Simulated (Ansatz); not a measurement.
**CH₄NSi (doublet): from Hartree-Fock to the top rungs at distance Si1–H5 along a hydrogen transfer = 1.538 Å, cc-pVDZ**

Aim: climb from Hartree-Fock through coupled cluster and multireference methods for CH₄NSi (doublet) at one geometry and basis, and see what each rung misses.

Method: cc-pVDZ, core rule «outside noble gas», up to 7 orbitals frozen; program: Ansatz 0.2.0, Gaussian basis.

To be run: UHF; CCSD(T) on ROHF; CCSD(T) on UHF; BCCD(T) on ROHF; CISD; CCSDT(Q) on ROHF; CCSDT(Q) on UHF; CASSCF and MRCISD+Q, 3 electrons in 3 orbitals; CASSCF and NEVPT2, 3 electrons in 3 orbitals; CASSCF and MRCISD+Q, 9 electrons in 9 orbitals; CASSCF and NEVPT4(SD), 9 electrons in 9 orbitals; CASSCF and NEVPT2, 9 electrons in 9 orbitals.

## 1. The geometry

The geometry derives from fragments relaxed apart (PBE0/def2-TZVP) and kept rigid, so it is no stationary point. A hydrogen atom is moved between rigid fragments.

7 atoms, charge 0, spin multiplicity 2.

Atoms are counted from 1 here; the program's logs count them from 0.

Bond lengths: Si1–H2 1.485 Å, Si1–H3 1.485 Å, Si1–H4 1.485 Å, Si1–H5 1.538 Å, N6–C7 1.160 Å. Angles: H2–Si1–H3 109.5°, H2–Si1–H4 109.5°, H2–Si1–H5 109.5°, H3–Si1–H4 109.5°, H3–Si1–H5 109.5°, H4–Si1–H5 109.5°.

## 2. UHF

File in.yaml:

```yaml
crystal:
  periodic: [false, false, false]
  atoms:
    - {symbol: Si, position_ang: [-1.599322, 0.000000, 0.000000]}
    - {symbol: H, position_ang: [-2.094194, 1.399708, 0.000000]}
    - {symbol: H, position_ang: [-2.094193, -0.699854, 1.212183]}
    - {symbol: H, position_ang: [-2.094194, -0.699854, -1.212182]}
    - {symbol: H, position_ang: [-0.061322, 0.000000, 0.000000]}
    - {symbol: N, position_ang: [2.507762, 0.000000, 0.000000]}
    - {symbol: C, position_ang: [1.347678, 0.000000, 0.000000]}
basis:
  gaussian: {orbitals: cc-pVDZ}
magnetization: {spin_polarized: true, initial_magnetization: 1}
hamiltonian: {xc: hf}
output: {orbitals: {seedname: orbitals}}
```

Launch:

```sh
ansatz run in.yaml --threads 1 --pin off --events-out ev --progress --plain --max-ram 2816MiB --backend cpu
```

The runs that follow: CCSD(T) on ROHF; CCSD(T) on UHF; BCCD(T) on ROHF; CISD; CCSDT(Q) on ROHF; CCSDT(Q) on UHF; CASSCF and MRCISD+Q, 3 electrons in 3 orbitals; CASSCF and NEVPT2, 3 electrons in 3 orbitals; CASSCF and MRCISD+Q, 9 electrons in 9 orbitals; CASSCF and NEVPT4(SD), 9 electrons in 9 orbitals; CASSCF and NEVPT2, 9 electrons in 9 orbitals.

Before running them: what should the planned runs give, taken together? Wanted: UCCSDT(Q) below the RHF energy; RMP2 from UCCSDT(Q); UMP2 from UCCSDT(Q); RCCSD from UCCSDT(Q); RCCSD(T) from UCCSDT(Q); UCCSD(T) from UCCSDT(Q); RCCSDT(Q) from UCCSDT(Q); NEVPT2 pair from UCCSDT(Q); MRCISD+Q pair from UCCSDT(Q).

**Answer**, as computed:

| quantity | value |
| --- | --- |
| UCCSDT(Q) below the RHF energy | -12.3929 eV |
| RMP2 from UCCSDT(Q) | +1464.3 meV |
| UMP2 from UCCSDT(Q) | +2037.8 meV |
| RCCSD from UCCSDT(Q) | +528.7 meV |
| RCCSD(T) from UCCSDT(Q) | +72.2 meV |
| UCCSD(T) from UCCSDT(Q) | +99.5 meV |
| RCCSDT(Q) from UCCSDT(Q) | +0.4 meV |
| NEVPT2 pair from UCCSDT(Q) | +1459.2 meV |
| MRCISD+Q pair from UCCSDT(Q) | +385.5 meV |
| NEVPT2 frontier from UCCSDT(Q) | +1790.4 meV |
| levels within 1 kcal/mol (43 meV) | RCCSDT(Q) |
| T1 diagnostic | 0.023 |

RCCSD(T) misses by +72.2 meV, 0.6 % of the correlation energy. CCSD(T) misses by +72.2 meV on the restricted determinant and by +99.5 meV on the unrestricted one; the two need not hold the same state or core. Of the multireference levels listed MRCISD+Q frontier comes nearest in total energy (+129.8 meV), which doesn't show that its space is the better one. These misses are within one basis, not against nature; the frozen cores of restricted and unrestricted runs differ, which can shift their rows.
